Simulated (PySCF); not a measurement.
Gas-phase reaction: 3 CH₃SiH₃ + 6 CH₃SiH = 3 (CH₃)₃SiH + 2 c-Si₃H₆

Energies from PySCF, thermal terms from the rigid-rotor harmonic-oscillator model, ideal gas at 1 bar. † marks an energy on the PBE0/def2-TZVP geometry and frequencies; other levels use their own. MP2 freezes the core. 6-31G* has spherical d functions here. All species are closed-shell singlets. B3LYP is the form with VWN-RPA correlation. CH₃SiH, c-Si₃H₆: computed as isolated molecules; such fragments, hydroxides, amides, oligomers or adducts are transient or little studied in the gas. MP2 isn't extrapolated to the basis-set limit; its ΔH°(298 K) is -1106.8 kJ in def2-SVP and -1154.4 kJ in def2-TZVPP. The harmonic model lacks anharmonicity and excited electronic states, which grow with temperature; levels with a mode under 35 cm⁻¹ are left out. Internal rotation in CH₃SiH₃, CH₃SiH, (CH₃)₃SiH is treated as a harmonic vibration of one conformer, which makes the entropy rough.

| level | ΔE electronic, kJ | ΔH°(298 K), kJ | ΔS°(298 K), J/K | ΔG°(1400 K), kJ |
|---|---|---|---|---|
| B3LYP/6-31G* | -1048 | -1004 | -718 | -49 |
| BLYP/def2-TZVP† | -984 | -940 | -724 | 25 |
| M06-2X/def2-TZVP† | -1107 | -1063 | -724 | -99 |
| MP2/def2-SVP† | -1151 | -1107 | -724 | -142 |
| PBE/def2-SVP | -1185 | -1142 | -729 | -172 |
| PBE0/def2-SVP† | -1219 | -1175 | -724 | -210 |
| ωB97M-V/def2-TZVP† | -1103 | -1059 | -724 | -95 |
ΔH° is lowest at PBE0/def2-SVP† and highest at BLYP/def2-TZVP†. No reference value is set beside these.
